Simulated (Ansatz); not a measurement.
One change: `C#CC(C)OC` becomes `COC(C)C`.

Ansatz, PBE0-D4/def2-TZVP geometries, multiplicity 1. Each molecule was computed in one conformer, which needn't be the lowest.

```csv
property,`C#CC(C)OC`
LUMO energy (ωB97M-V/def2-TZVPP) / eV,2.53
LUMO energy (PBE0/def2-TZVPP) / eV,0.71
HOMO–LUMO gap (PBE0/def2-TZVPP) / eV,8.44
HOMO–LUMO gap (PBE/def2-TZVPP) / eV,5.80
HOMO energy (ωB97M-V/def2-TZVPP) / eV,-10.11
LUMO energy (PBE/def2-TZVPP) / eV,-0.34
```

Problem. What does the change do to each property? (Best estimate.)

Solution. Computed: 
| property | `COC(C)C` | shift |
| --- | --- | --- |
| LUMO energy (ωB97M-V/def2-TZVPP) / eV | 2.74 | 0.21 |
| LUMO energy (PBE0/def2-TZVPP) / eV | 1.28 | 0.57 |
| HOMO–LUMO gap (PBE0/def2-TZVPP) / eV | 8.58 | 0.14 |
| HOMO–LUMO gap (PBE/def2-TZVPP) / eV | 6.20 | 0.40 |
| HOMO energy (ωB97M-V/def2-TZVPP) / eV | -9.72 | 0.39 |
| LUMO energy (PBE/def2-TZVPP) / eV | 0.47 | 0.81 |

With PBE0 the HOMO rises by 0.44 eV and the LUMO rises by 0.57 eV, so the gap widens by about 0.13 eV. PBE moves the HOMO by 0.41 eV and ωB97M-V by 0.39 eV.
